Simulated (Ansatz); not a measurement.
Input file:

```yaml
crystal:
  periodic: [false, false, false]
  atoms:
    - {symbol: P, position_ang: [-0.030812, -0.066102, 1.083668]}
    - {symbol: P, position_ang: [-0.031646, 0.064851, -1.081569]}
    - {symbol: H, position_ang: [1.011028, 0.981706, 1.229023]}
    - {symbol: H, position_ang: [0.908267, -0.943278, -1.293502]}
basis:
  gaussian: {orbitals: STO-3G}
magnetization: {spin_polarized: false, initial_magnetization: 3}
correlation: {active_space: {window: {electrons: 2, orbitals: 3}, states: [{multiplicity: 3, weights: [0.5, 1, 1]}]}}
```

```sh
$ ansatz run in.yaml --threads 1 --pin off --events-out ev --progress --plain --max-ram 2393MiB
```

One thing in this input was set wrong on purpose, beside settings that are merely unusual. What is the gravest fault, and what does the program do?

Multiplicity of wrong parity. How the run ends: refused.
```
Error: a molecule whose nuclei and cores have a total charge of 32 cannot have a net charge of 0 together with 3 unpaired electrons
```
